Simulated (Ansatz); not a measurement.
We consider corundum (α-Al2O3), described by r²SCAN in Ansatz (plane waves, PAW).

Numerical settings: plane-wave cutoff 560 eV, 8×8×8 k mesh, Fermi–Dirac smearing 0.01 eV, scalar-relativistic PAW data made under PBE.

Results at a series of volumes:

```tsv
V (Å³/atom)	E − E_lowest (meV/atom)	P (GPa)
8.155	11.62	11.33
8.325	2.81	5.38
8.495	0.00	0.00
8.665	2.63	-4.88
8.835	10.19	-9.30
```

### Question
Fit the third-order Birch–Murnaghan equation and give B0 and B′.

### Answer
V0 = 8.495 Å³/atom, B0 = 256 GPa, B′ = 3.9 (fit to the energies at full precision).

Shape and atoms are relaxed at each volume.

Measured, for comparison: bulk modulus 254 GPa (298 K, copied from a table, unchecked, no zero-point or thermal correction, with K' = 4.34, our sources range from 239 to 254; as tabulated in BurnMan's mineral tables). Computed (rounded) less measured: bulk modulus not scored (unchecked).

Note: the bulk modulus comes from volumes at which shape and atoms were relaxed.

The computed numbers hold no vibrational or temperature effects.

It cost about 8 core-minutes (a rough figure) of CPU time.

Ansatz is a program for electronic structure.
